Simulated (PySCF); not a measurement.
Compound: C5H11O (charge -1).
InChI=1S/C5H11O/c1-5(2,3)4-6/h4H2,1-3H3/q-1

Torsions of this conformer, `[CH3:1][C:2]([CH3:3])([CH3:4])[CH2:5][O-:6]`: C1–C2–C5–O6 180°.

The closed-shell ground state was solved at several levels (PySCF, density fitting, gas phase, non-relativistic). Isolated species at its PBE0-D3(BJ)/def2-SVP geometry, gas phase. The geometry's basis has no diffuse functions, a weakness for an anion. Where the HOMO energy is positive, the finite basis confines the outermost electrons. No diffuse functions stand in 6-31G*, def2-SVP and def2-TZVP, which bears on an anion's orbital energies.

| level | basis functions | total energy (Eh) | HOMO (eV) | LUMO (eV) | gap (eV) |
| --- | --- | --- | --- | --- | --- |
| HF/def2-SVPD | 211 | -270.3743 | -3.49 | 6.02 | 9.51 |
| LC-wPBE/def2-SVPD | 211 | -272.0358 | -2.62 | 5.81 | 8.43 |
| PBE0/def2-SVP | 139 | -271.8370 | 0.66 | 5.74 | 5.08 |
| PBE0/def2-TZVP | 252 | -272.1448 | 0.14 | 4.91 | 4.77 |
| wB97X-D/def2-SVPD | 211 | -272.1044 | -1.89 | 5.72 | 7.61 |
| B3LYP/def2-SVPD | 211 | -272.2004 | 0.15 | 3.89 | 3.74 |
| PBE0/def2-SVPD | 211 | -271.8706 | -0.03 | 4.17 | 4.20 |
| LDA/def2-SVPD | 211 | -269.8087 | 1.06 | 3.44 | 2.38 |
| PBE0/aug-cc-pVDZ | 237 | -272.0818 | -0.06 | 2.73 | 2.79 |
| BHandHLYP/def2-SVPD | 211 | -272.0126 | -1.34 | 4.61 | 5.95 |
| PBE/def2-SVPD | 211 | -271.8391 | 1.25 | 3.54 | 2.29 |
| CAM-B3LYP/def2-SVPD | 211 | -272.0479 | -1.41 | 4.77 | 6.18 |
| PBE0/6-31+G* | 130 | -272.0515 | 0.03 | 3.64 | 3.61 |

(1) What might PBE0/6-31G* (106 basis functions) give for the same quantities?

(2) Over all these levels, which gives the widest orbital gap and which the narrowest?

(3) How much does the basis alone move the frontier levels among the 6 PBE0 rows (the withheld one included)?

(4) In the def2-SVPD basis, how does the gap go with the fixed share of exact exchange?

## Answers

(1) Total energy -272.0215 Eh, HOMO 0.92 eV, LUMO 6.90 eV, gap 5.98 eV.

(2) HF/def2-SVPD (Hartree–Fock, all exact exchange) has the widest, 9.51 eV, and PBE/def2-SVPD (GGA) the narrowest, 2.29 eV. The two share the basis. From the narrowest to the widest the HOMO moves by -4.74 eV and the LUMO by +2.48 eV.

(3) The HOMO by 0.98 eV and the LUMO by 4.17 eV. By rising basis size (HOMO, LUMO in eV): 6-31G* 0.92, 6.90; 6-31+G* 0.03, 3.64; def2-SVP 0.66, 5.74; def2-SVPD -0.03, 4.17; aug-cc-pVDZ -0.06, 2.73; def2-TZVP 0.14, 4.91.

(4) PBE (0 %) 2.29 eV; LDA (0 %) 2.38 eV; B3LYP (20 %) 3.74 eV; PBE0 (25 %) 4.20 eV; BHandHLYP (50 %) 5.95 eV; HF (100 %) 9.51 eV. Each rise in the share widens the gap here.

The pairwise dispersion term of wB97X-D wasn't added to the energies; at a given geometry it leaves orbitals and properties as they are.
